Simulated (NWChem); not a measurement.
# doublet [BHF2]+ at 4 levels

We compute a comparison of 4 runs (U-wB97X/def2-TZVPP, UB2PLYP/def2-TZVPP, UCAM-B3LYP/def2-TZVPP, UM06-2X/def2-TZVPP) of doublet [BHF2]+. 

Program for the calculation: NWChem 7.3.0.

**1. The structure to begin with**

[BHF2]+: 4 atoms, total charge +1, spin state doublet. As SMILES of the parent species, `FBF`. The shape is that of a PBE0-D4/def2-TZVP optimisation. That shape belongs to the parent species and isn't relaxed for this state.

Bond lengths: F1–B2 1.313 Å, B2–F3 1.313 Å, B2–H4 1.191 Å. Angles: F1–B2–F3 118.1°, F1–B2–H4 121.0°, F3–B2–H4 121.0°.

**2. The energy at U-wB97X/def2-TZVPP (run 1)**

File test.nw:

```
start test
title "BF2H"
memory total 2200 mb
charge 1

geometry units angstroms noautosym nocenter noautoz
   F     1.154300    0.456900   -0.361900
   B    -0.001900   -0.031000    0.025200
   F    -1.095400    0.528700   -0.438900
   H    -0.057000   -0.954600    0.775600
end

basis spherical bse
   * library def2-TZVPP
end

dft
   xc wb97x
   mult 2
   grid fine
   convergence energy 1e-08
   maxiter 100
   mulliken
end

task dft energy
```

The run is started by

```console
$ nwchem test.nw > test.out
```

Log:

```text
[...]
          Wavefunction type:  spin polarized.
          No. of atoms     :     4
          No. of electrons :    23
[...]
          Charge           :     1
          Spin multiplicity:     2
[...]
          AO basis - number of functions:   107
[...]
              XC Information
              --------------
                       wb97x  Method XC Functional
                     Hartree-Fock (Exact) Exchange  1.000
                         wb97x Exchange Functional  1.000
                      wb97x Correlation Functional  1.000
[...]
 d= 0,ls=0.0,diis     1   -224.4238945304 -2.86D+02  6.12D-03  9.79D-01     8.1
[...]
 d= 0,ls=0.0,diis    13   -224.7761806430 -5.19D-10  2.37D-08  1.36D-11   105.7
[...]
         Total DFT energy =     -224.776180642974
      One electron energy =     -427.112782008217
           Coulomb energy =      165.408389209636
    Exchange-Corr. energy =      -24.960347086686
 Nuclear repulsion energy =       61.888559242293
[...]
      Total Density - Mulliken Population Analysis
     ---------------------------------------------
    Atom       Charge   Shell Charges
 -----------   ------   -------------------------------------------------------
    1 F    9     8.95   0.78  1.19  0.63  0.96  0.36  2.25  2.08  0.68  0.00  0.01  0.00
    2 B    5     4.39   0.92  1.05  0.54  0.24  0.00  0.93  0.40  0.01  0.11  0.13  0.06
    3 F    9     8.95   0.78  1.19  0.63  0.96  0.36  2.25  2.08  0.68  0.00  0.01  0.00
    4 H    1     0.71   0.21  0.42  0.06  0.00  0.02  0.00
[...]
      <S2> =      0.7563 (Exact =     0.7500)
[...]
```

Run time: 1.8 min. Hardware: 1 thread of Intel Xeon Platinum 8488C (Sapphire Rapids), shared host; peak memory 0.11 GiB.

**3. A single-point energy at UB2PLYP/def2-TZVPP (run 2)**

File calc.nw:

```
START calc
TITLE "BF2H"
memory stack 880 mb heap 220 mb global 1100 mb
charge 1

GEOMETRY noautosym nocenter noautoz
F        1.154300       0.456900      -0.361900
B       -0.001900      -0.031000       0.025200
F       -1.095400       0.528700      -0.438900
H       -0.057000      -0.954600       0.775600
END

BASIS spherical bse
F library def2-TZVPP
B library def2-TZVPP
H library def2-TZVPP
END

DFT
xc hfexch 0.53 becke88 0.47 lyp 0.73 mp2 0.27
dftmp2 semidirect
mult 2
grid fine
convergence energy 1e-08
maxiter 100
mulliken
END

MP2
freeze core 3
END

TASK dft energy
```

The run is started by

```console
$ nwchem calc.nw > calc.out
```

Log:

```text
[...]
          Wavefunction type:  spin polarized.
          No. of atoms     :     4
          No. of electrons :    23
[...]
          Charge           :     1
          Spin multiplicity:     2
[...]
          AO basis - number of functions:   107
[...]
              XC Information
              --------------
                     Hartree-Fock (Exact) Exchange  0.530
                    Becke 1988 Exchange Functional  0.470
              Lee-Yang-Parr Correlation Functional  0.730
[...]
 d= 0,ls=0.0,diis     1   -224.1791644689 -2.86D+02  6.11D-03  9.66D-01     2.8
[...]
 d= 0,ls=0.0,diis    12   -224.5113246131 -6.84D-09  1.06D-07  2.48D-10    24.4
[...]
         Total DFT energy =     -224.511324613070
      One electron energy =     -427.186862532363
           Coulomb energy =      165.503337344239
    Exchange-Corr. energy =      -24.716358667239
 Nuclear repulsion energy =       61.888559242293
[...]
      Total Density - Mulliken Population Analysis
     ---------------------------------------------
    Atom       Charge   Shell Charges
 -----------   ------   -------------------------------------------------------
    1 F    9     9.01   0.77  1.20  0.62  0.98  0.34  2.24  2.12  0.71  0.00  0.01  0.00
    2 B    5     4.28   0.91  1.06  0.53  0.21  0.00  0.89  0.36  0.01  0.12  0.13  0.06
    3 F    9     9.01   0.77  1.20  0.62  0.98  0.34  2.24  2.12  0.71  0.00  0.01  0.00
    4 H    1     0.71   0.21  0.41  0.06  0.00  0.02  0.00
[...]
      <S2> =      0.7622 (Exact =     0.7500)
[...]
  Basis functions       =    107
[...]
```

Run time: 31 s. Hardware: 1 thread of Intel Xeon Platinum 8488C (Sapphire Rapids), shared host; peak memory 0.29 GiB.

Run 3 isn't shown in full; the table further down has it.

**4. A single-point energy at UM06-2X/def2-TZVPP (run 4)**

File mymol.nw:

```
start mymol
title "BF2H energy"
memory stack 880 mb heap 220 mb global 1100 mb
charge 1

geometry units angstrom noautosym nocenter noautoz
F        1.154300       0.456900      -0.361900
B       -0.001900      -0.031000       0.025200
F       -1.095400       0.528700      -0.438900
H       -0.057000      -0.954600       0.775600
end

basis spherical bse
* library def2-TZVPP
end

dft
xc m06-2x
mult 2
grid fine
convergence energy 1e-08
maxiter 100
mulliken
noprint "final vectors analysis"
end

task dft energy
```

The run is started by

```console
$ nwchem mymol.nw > mymol.out
```

Log:

```text
[...]
          Wavefunction type:  spin polarized.
          No. of atoms     :     4
          No. of electrons :    23
[...]
          Charge           :     1
          Spin multiplicity:     2
[...]
          AO basis - number of functions:   107
[...]
              XC Information
              --------------
                       M06-2X Method XC Functional
                     Hartree-Fock (Exact) Exchange  0.540
                        M06-2X Exchange Functional  1.000
                      M06-2X Correlation Potential  1.000
[...]
 d= 0,ls=0.0,diis     1   -224.3948909880 -2.86D+02  6.44D-03  9.94D-01     3.7
[...]
 d= 0,ls=0.5,diis    23   -224.7462624628 -4.85D-09  4.33D-08  2.53D-09    57.4
[...]
         Total DFT energy =     -224.746262464806
      One electron energy =     -427.037044646312
           Coulomb energy =      165.325792776772
    Exchange-Corr. energy =      -24.923569837559
 Nuclear repulsion energy =       61.888559242293
[...]
      Total Density - Mulliken Population Analysis
     ---------------------------------------------
    Atom       Charge   Shell Charges
 -----------   ------   -------------------------------------------------------
    1 F    9     8.99   0.77  1.20  0.63  0.96  0.38  2.24  2.11  0.69  0.00  0.01  0.00
    2 B    5     4.30   0.91  1.06  0.54  0.19  0.00  0.91  0.36  0.01  0.12  0.13  0.06
    3 F    9     8.99   0.77  1.20  0.63  0.96  0.38  2.24  2.11  0.69  0.00  0.01  0.00
    4 H    1     0.71   0.21  0.41  0.07  0.01  0.02  0.00
[...]
      <S2> =      0.7584 (Exact =     0.7500)
[...]
```

Run time: 61 s. Hardware: 1 thread of Intel Xeon Platinum 8488C (Sapphire Rapids), shared host; peak memory 0.11 GiB.

**5. All runs side by side**

```csv
run,level,frozen core orbitals,energy (Eh),HOMO energy (eV),LUMO energy (eV),⟨S²⟩,wall time
1,U-wB97X/def2-TZVPP,–,-224.776181,-22.81,-14.97,0.756,1.8 min
2,UB2PLYP/def2-TZVPP,3,-224.704269,-21.98,-15.81,0.762,31 s
3,UCAM-B3LYP/def2-TZVPP,–,-224.769829,-21.88,-16.00,0.757,1.7 min
4,UM06-2X/def2-TZVPP,–,-224.746262,–,–,0.758,61 s
```

**6. Outcome**

| quantity | value |
| --- | --- |
| run 4: total energy | -224.74626 Eh |
| run 4: ⟨S²⟩ | 0.758 |

What this shows: Totals of different functionals can't be ranked against each other. All runs together took 5 min, the longest 1.8 min.
